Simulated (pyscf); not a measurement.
PySCF, gas phase, ωB97X-D3(BJ)/def2-SVP geometries. Correlated levels are frozen-core, on RHF or UHF. ΔMP2 is the change of the MP2 total energy from the triple- to the quadruple-zeta basis.

Problem. What is the homolytic dissociation enthalpy (298 K, CCSD(T)/def2-TZVPP + ΔMP2(QZVPP)) of the Al–O bond of HO–AlH–Cl (SMILES [OH][AlH][Cl]), to OH• + [HAl–Cl]•?

Solution. Al–O to OH• + [HAl–Cl]•: 5.64 eV. The radicals are drawn with the spin at the cut bond; how far it spreads was not checked. The CCSD(T) − MP2 part came from Ansatz, without density fitting, on the same reference. Left out: the spin-orbit lowering of OH.
